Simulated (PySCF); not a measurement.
PySCF input (TPSSh/def2-TZVPD):

```python
from pyscf import gto, scf, dft

mol = gto.M(
    atom='''
    C     0.00724967   -0.72295051    0.71906962
    C     0.04562440    0.68254748    0.81501059
    C    -0.04432848   -0.81177839   -0.68647340
    C    -0.00734761    0.73271783   -0.72878450
    H     0.01502855   -1.49867503    1.49062995
    H    -0.51892031    1.32167605    1.50036933
    H     0.52058812   -1.48799353   -1.33494466
    H     0.87841978    1.16576513   -1.21872836
    H    -0.90230394    1.21600897   -1.15026007
    ''',
    basis='def2-tzvpd',
    charge=-1,
    spin=0,
    verbose=4,
)

mf = dft.RKS(mol, xc='tpssh').density_fit(auxbasis='def2-universal-jkfit')
mf.grids.level = 3
mf.conv_tol = 1e-9
mf.max_cycle = 100
mf.max_memory = 1500
mf.kernel()
if not mf.converged:
    mf = mf.newton()
    mf.kernel(mf.make_rdm1())
mf.analyze()
```

Output:

```
PySCF version 2.14.0

[INPUT] verbose = 4
[INPUT] num. atoms = 9
[INPUT] num. electrons = 30
[INPUT] charge = -1
[INPUT] spin (= nelec alpha-beta = 2S) = 0
[INPUT] symmetry False subgroup None
[INPUT] Mole.unit = angstrom
[INPUT] Symbol           X                Y                Z      unit          X                Y                Z       unit  Magmom
[INPUT]  1 C      0.007249670000  -0.722950510000   0.719069620000 AA    0.013699890793  -1.366178465515   1.358844646295 Bohr   0.0
[INPUT]  2 C      0.045624400000   0.682547480000   0.815010590000 AA    0.086217620598   1.289827804212   1.540146803720 Bohr   0.0
[INPUT]  3 C     -0.044328480000  -0.811778390000  -0.686473400000 AA   -0.083768686718  -1.534038830940  -1.297246717799 Bohr   0.0
[INPUT]  4 C     -0.007347610000   0.732717830000  -0.728784500000 AA   -0.013884970570   1.384636025286  -1.377203108828 Bohr   0.0
[INPUT]  5 H      0.015028550000  -1.498675030000   1.490629950000 AA    0.028399843549  -2.832085356424   2.816882358574 Bohr   0.0
[INPUT]  6 H     -0.518920310000   1.321676050000   1.500369330000 AA   -0.980617266374   2.497605759897   2.835287119397 Bohr   0.0
[INPUT]  7 H      0.520588120000  -1.487993530000  -1.334944660000 AA    0.983768970502  -2.811900246825  -2.522679798851 Bohr   0.0
[INPUT]  8 H      0.878419780000   1.165765130000  -1.218728360000 AA    1.659972806601   2.202976821268  -2.303062820640 Bohr   0.0
[INPUT]  9 H     -0.902303940000   1.216008970000  -1.150260070000 AA   -1.705107327716   2.297923918314  -2.173676504323 Bohr   0.0

nuclear repulsion = 105.467114045913
number of shells = 77
number of NR pGTOs = 263
number of NR cGTOs = 193
basis = def2-tzvpd
ecp = {}

******** <class 'pyscf.df.df_jk.DFRKS'> ********
method = DFRKS
initial guess = minao
damping factor = 0
level_shift factor = 0
DIIS = <class 'pyscf.scf.diis.CDIIS'>
diis_start_cycle = 1
diis_space = 8
diis_damp = 0
SCF conv_tol = 1e-09
SCF conv_tol_grad = None
SCF max_cycles = 100
direct_scf = False
XC library pyscf.dft.libxc version 7.1.2
    S. Lehtola, C. Steigemann, M. J. T. Oliveira, and M. A. L. Marques,  SoftwareX 7, 1–5 (2018)
XC functionals = tpssh
    V. N. Staroverov, G. E. Scuseria, J. Tao, and J. P. Perdew,  J. Chem. Phys. 119, 12129 (2003)
radial grids:
    Treutler-Ahlrichs [JCP 102, 346 (1995); DOI:10.1063/1.469408] (M4) radial grids

becke partition: Becke, JCP 88, 2547 (1988); DOI:10.1063/1.454033
pruning grids: <function nwchem_prune>
grids dens level: 3
symmetrized grids: False
atomic radii adjust function: <function treutler_atomic_radii_adjust>
small_rho_cutoff = 0
Set gradient conv threshold to 3.16228e-05
Initial guess from minao.
tot grids = 105512
******** <class 'pyscf.df.df.DF'> ********
auxbasis = def2-universal-jkfit
init E= -155.706457575266
  HOMO = -0.214174100579907  LUMO = -0.0668385433086449  gap/eV = 4.00920
[...]
cycle= 11 E= -155.391160749292  delta_E= -2.4e-10  |g|= 1.47e-05  |ddm|= 0.000409
  HOMO = 0.0673234446305848  LUMO = 0.161351715347088  gap/eV = 2.55864
Extra cycle  E= -155.391160748926  delta_E= 3.65e-10  |g|= 3.82e-05  |ddm|= 0.000392
converged SCF energy = -155.391160748926
**** SCF Summaries ****
Total Energy =                        -155.391160748926438
Nuclear Repulsion Energy =             105.467114045912751
One-electron Energy =                 -423.038016256211904
Two-electron Energy =                  162.179741461372714
Two-electron Coulomb Energy =          185.933856652619795
DFT Exchange-Correlation Energy =      -23.754115191247074
HOMO-LUMO gap [eV] =                     2.558639571259835
**** MO energy ****
MO #1   energy= -9.90859931837769  occ= 2
MO #2   energy= -9.89674841354602  occ= 2
MO #3   energy= -9.86755523874721  occ= 2
MO #4   energy= -9.86754041354964  occ= 2
MO #5   energy= -0.60289082337658  occ= 2
MO #6   energy= -0.416470013388064 occ= 2
MO #7   energy= -0.379411417923027 occ= 2
MO #8   energy= -0.28257163069458  occ= 2
MO #9   energy= -0.247145541767029 occ= 2
MO #10  energy= -0.205606662009551 occ= 2
MO #11  energy= -0.134928234925024 occ= 2
MO #12  energy= -0.105409028626518 occ= 2
MO #13  energy= -0.0835360700666043 occ= 2
MO #14  energy= -0.0309776707635656 occ= 2
MO #15  energy= 0.0673234446305848 occ= 2
MO #16  energy= 0.161351715347088  occ= 0
MO #17  energy= 0.171940386652121  occ= 0
MO #18  energy= 0.177307597738791  occ= 0
MO #19  energy= 0.197965131422367  occ= 0
MO #20  energy= 0.214334595501558  occ= 0
MO #21  energy= 0.22293387910406   occ= 0
MO #22  energy= 0.254714079620329  occ= 0
MO #23  energy= 0.271631024939528  occ= 0
MO #24  energy= 0.272280902308624  occ= 0
MO #25  energy= 0.276811274778051  occ= 0
MO #26  energy= 0.300572776499251  occ= 0
MO #27  energy= 0.3035199384761    occ= 0
MO #28  energy= 0.311141743495364  occ= 0
MO #29  energy= 0.341593476387701  occ= 0
MO #30  energy= 0.347047254578058  occ= 0
MO #31  energy= 0.363254855717622  occ= 0
MO #32  energy= 0.373133191055556  occ= 0
MO #33  energy= 0.375538778466577  occ= 0
MO #34  energy= 0.382343190893572  occ= 0
MO #35  energy= 0.385534182457265  occ= 0
MO #36  energy= 0.393594029981295  occ= 0
MO #37  energy= 0.404475318437239  occ= 0
MO #38  energy= 0.419908930789995  occ= 0
MO #39  energy= 0.426792996216675  occ= 0
MO #40  energy= 0.435054878244058  occ= 0
MO #41  energy= 0.43968356219183   occ= 0
MO #42  energy= 0.447882454856793  occ= 0
MO #43  energy= 0.450469395566341  occ= 0
MO #44  energy= 0.474733955523837  occ= 0
MO #45  energy= 0.475969400241055  occ= 0
MO #46  energy= 0.495360095564448  occ= 0
MO #47  energy= 0.500020712776208  occ= 0
MO #48  energy= 0.506165733199696  occ= 0
MO #49  energy= 0.525340906175554  occ= 0
MO #50  energy= 0.532041247233743  occ= 0
MO #51  energy= 0.534074594489121  occ= 0
MO #52  energy= 0.550889720381671  occ= 0
MO #53  energy= 0.558927140034515  occ= 0
MO #54  energy= 0.576261206786904  occ= 0
MO #55  energy= 0.587543588456389  occ= 0
MO #56  energy= 0.588550107763005  occ= 0
MO #57  energy= 0.607664415502135  occ= 0
MO #58  energy= 0.61176285672653   occ= 0
MO #59  energy= 0.619615149854685  occ= 0
MO #60  energy= 0.620855120148729  occ= 0
MO #61  energy= 0.638154482447941  occ= 0
MO #62  energy= 0.647830107657449  occ= 0
MO #63  energy= 0.655576635051931  occ= 0
MO #64  energy= 0.692804700014961  occ= 0
MO #65  energy= 0.712746967652249  occ= 0
MO #66  energy= 0.714694789888835  occ= 0
MO #67  energy= 0.733348416401334  occ= 0
MO #68  energy= 0.752615553335007  occ= 0
MO #69  energy= 0.775190257567802  occ= 0
MO #70  energy= 0.78813817099134   occ= 0
MO #71  energy= 0.794243821051259  occ= 0
MO #72  energy= 0.81143163060237   occ= 0
MO #73  energy= 0.828996418452572  occ= 0
MO #74  energy= 0.83481980501756   occ= 0
MO #75  energy= 0.838982589999332  occ= 0
MO #76  energy= 0.85770648631591   occ= 0
MO #77  energy= 0.868585818660554  occ= 0
MO #78  energy= 0.879952513930666  occ= 0
MO #79  energy= 0.888521994335518  occ= 0
MO #80  energy= 0.892311511574329  occ= 0
MO #81  energy= 0.899068794097735  occ= 0
MO #82  energy= 0.910173034861652  occ= 0
MO #83  energy= 0.959811947144816  occ= 0
MO #84  energy= 0.960808764336256  occ= 0
MO #85  energy= 1.0127278532517    occ= 0
MO #86  energy= 1.07900858075745   occ= 0
MO #87  energy= 1.08504155916629   occ= 0
MO #88  energy= 1.15986221407318   occ= 0
MO #89  energy= 1.24884702695027   occ= 0
MO #90  energy= 1.25232133382262   occ= 0
MO #91  energy= 1.29878970963036   occ= 0
MO #92  energy= 1.33239296203272   occ= 0
MO #93  energy= 1.34350129179422   occ= 0
MO #94  energy= 1.38416303799704   occ= 0
MO #95  energy= 1.39356858219694   occ= 0
MO #96  energy= 1.41988103197266   occ= 0
MO #97  energy= 1.44166789471519   occ= 0
MO #98  energy= 1.49773138858463   occ= 0
MO #99  energy= 1.50852952731742   occ= 0
MO #100 energy= 1.5397812484733    occ= 0
MO #101 energy= 1.57366778746442   occ= 0
MO #102 energy= 1.58744049121375   occ= 0
MO #103 energy= 1.61659097559102   occ= 0
MO #104 energy= 1.6454126649487    occ= 0
MO #105 energy= 1.77120897290451   occ= 0
MO #106 energy= 1.88309995597952   occ= 0
MO #107 energy= 1.96438042781167   occ= 0
[...]
```

It need not be the lowest isomer of its formula. Whether it binds its extra electron was not tested at this geometry.
